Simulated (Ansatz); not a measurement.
A made-up structure of BSiH$_{3}$O, singlet:

```tsv
atom	x (Å)	y (Å)	z (Å)
B1	0.2535	-0.5269	-0.8574
Si2	-0.4596	1.9858	0.7443
O3	-0.2354	0.4802	0.8018
H4	-0.5923	-0.9660	-1.5763
H5	1.3963	-0.6591	-1.1762
H6	-0.3178	-0.0346	1.6198
```

It is relaxed with PBE-D4/def2-SVP and then PBE0-D4/def2-TZVP (Ansatz 0.2.0). Atoms count as bonded within 1.22 times the sum of their covalent radii (H–H: 0.88 Å). The end point is not checked to be a true minimum.

Question: Does its bonding change? (A judgement: the text doesn't fix the answer.)

Answer: The calculation gives: Yes. Formed: B1–Si2, B1–O3; broken: none.

Where it ends: The first stage lowers the energy by 3.71 eV in 18 steps. It ends as BSiH₃O ([BH2]1[OH][Si]1):
```xyz
6
angstrom
B 0.0962 -0.0974 -0.7370
Si -0.1766 1.6787 0.0466
O -0.4536 0.0765 0.7880
H -0.6858 -0.7287 -1.3837
H 1.2656 -0.3972 -0.7274
H -0.0010 -0.2525 1.5695
```

Labels in which every atom is bracketed show which atoms are joined, not bond orders.

For scale, one of the runs: PBE0-D4/def2-TZVP relaxation, 117 basis functions, launched by `ansatz run in.yaml --threads 2 --pin off --events-out ev --progress --plain --max-ram 4352MiB`. The run took about 20 s on 2 CPU threads of an Arm Neoverse V1 (shared host).
